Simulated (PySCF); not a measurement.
Molecule: `C1N(C)N(C)C1`, C$_{4}$H$_{10}$N$_{2}$.

Structure with atom numbers: `[CH3:1][N:2]1[CH2:3][CH2:4][N:5]1[CH3:6]` (H(Xn): hydrogen on atom n).

Spin–spin couplings on one PBE0-D3(BJ)/def2-SVP geometry, PySCF, gas phase, non-relativistic, equivalent pairs averaged (spin–dipole term only in couplings to heteroatoms); isotopes ¹³C, ¹H, ¹⁵N; functional B3LYP.

How do the couplings (Hz) change with the basis set? Times are CPU seconds on 1 thread of an Arm Neoverse V2, shared host. Far from the basis limit: 6-31G*, pcJ-0, 6-31G-J, def2-TZVP, cc-pVTZ.

## Answers


| basis set | functions | ¹J(C3,H(C3)) | ¹J(C1,H(C1)) | ¹J(C3,C4) | ¹J(N2,C3) | ¹J(C1,N2) | ²J(H(C1),H(C1)) | ²J(H(C3),H(C3)) | core-s |
| --- | --- | --- | --- | --- | --- | --- | --- | --- | --- |
| 6-31G* | 104 | 156.1 | 145.3 | 43.4 | -7.7 | -5.8 | -13.7 | -8.2 | 9.7 |
| pcJ-0 | 108 | 127.3 | 118.0 | 23.5 | 1.2 | 4.0 | -11.8 | -6.8 | 9.8 |
| 6-31G-J | 112 | 153.6 | 143.0 | 31.8 | -0.4 | 2.2 | -15.1 | -9.3 | 11 |
| def2-TZVP | 246 | 140.9 | 130.9 | 30.5 | -1.3 | 1.5 | -10.6 | -5.4 | 36 |
| cc-pVTZ | 320 | 132.1 | 123.7 | 23.3 | 1.1 | 2.2 | -10.0 | -5.4 | 52 |

The Fermi-contact term samples the wavefunction at the nucleus, which is why sets with added tight s functions (names with J) are made for couplings.
